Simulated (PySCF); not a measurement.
Compound: N-ethylpropylamine, C5H13N.
SMILES: `CCCNCC`

Vertical excitations from PySCF (density fitting, frozen core in the response, grid level 2 and gas phase unless stated; continuum runs use non-equilibrium linear response for the excitations) on a GFN2-xTB geometry. Reference run:

```csv
settings,"S1, eV (f)","S2, eV (f)","S3, eV (f)","S4, eV (f)","S5, eV (f)","S6, eV (f)","T1, eV (Tamm–Dancoff)",mean α (au)
"PBE0/def2-SVPD, full TDDFT, 6 singlets",5.92 (0.004),6.58 (0.021),6.59 (0.028),6.90 (0.043),7.45 (0.002),7.74 (0.024),5.70,73.0
```

Problem. What do these settings give: (1) WP04/def2-SVPD, TDA, 6 singlets; (2) PBE0/IGLO-II, grid level 4, fitting basis def2-qzvpp-jkfit, full TDDFT, 25 singlets; (3) wB97X-D/MINI, energy threshold 1e-08 Eh, full TDDFT, 12 singlets?

Solution. 
```json
{"settings": "WP04/def2-SVPD, TDA, 6 singlets", "S1, eV (f)": "6.39 (0.006)", "S2, eV (f)": "6.93 (0.024)", "S3, eV (f)": "7.00 (0.020)", "S4, eV (f)": "7.29 (0.049)", "S5, eV (f)": "7.79 (0.002)", "S6, eV (f)": "8.08 (0.029)", "T1, eV (Tamm–Dancoff)": "–", "mean α (au)": "68.7"}
{"settings": "PBE0/IGLO-II, grid level 4, fitting basis def2-qzvpp-jkfit, full TDDFT, 25 singlets", "S1, eV (f)": "6.35 (0.006)", "S2, eV (f)": "6.93 (0.018)", "S3, eV (f)": "7.10 (0.028)", "S4, eV (f)": "7.54 (0.100)", "S5, eV (f)": "8.11 (0.016)", "S6, eV (f)": "8.31 (0.002)", "T1, eV (Tamm–Dancoff)": "–", "mean α (au)": "69.4"}
{"settings": "wB97X-D/MINI, energy threshold 1e-08 Eh, full TDDFT, 12 singlets", "S1, eV (f)": "10.31 (0.014)", "S2, eV (f)": "10.45 (0.036)", "S3, eV (f)": "12.00 (0.144)", "S4, eV (f)": "12.31 (0.005)", "S5, eV (f)": "12.57 (0.004)", "S6, eV (f)": "12.61 (0.049)", "T1, eV (Tamm–Dancoff)": "9.29", "mean α (au)": "42.1"}
```

(1) S1 moves by +0.47 eV; functional and response scheme change together, so the shift can't be laid on one. (2) S1 moves by +0.43 eV. (3) S1 moves by +4.39 eV; functional and basis change together, so the shift can't be laid on one. States are counted by energy in each run and needn't keep their character from row to row.

WP04 was designed for NMR shieldings or shifts; total energies of different functionals aren't comparable.

Problem. Give the leading configurations of S1 (H = HOMO, L = LUMO) and the HOMO–LUMO gap of each run.

Solution. 
```
                                                                           settings  S1 configurations (weight)  S1 (eV)  orbital gap (eV)  S1 − gap (eV)
                                             PBE0/def2-SVPD, full TDDFT, 6 singlets                    H→L 0.95     5.92              7.16          -1.24
                                                    WP04/def2-SVPD, TDA, 6 singlets                    H→L 0.98     6.39              6.98          -0.59
PBE0/IGLO-II, grid level 4, fitting basis def2-qzvpp-jkfit, full TDDFT, 25 singlets                    H→L 0.96     6.35              7.78          -1.43
                   wB97X-D/MINI, energy threshold 1e-08 Eh, full TDDFT, 12 singlets                    H→L 0.90    10.31             15.60          -5.29
```

The values belong to the conformer `[CH3:1][CH2:2][CH2:3][NH:4][CH2:5][CH3:6]`: C1–C2–C3–N4 62°, C2–C3–N4–C5 180°, C3–N4–C5–C6 -179°.

Note: wB97X-D ran without an empirical dispersion term, which enters the total energy and its gradient alone.
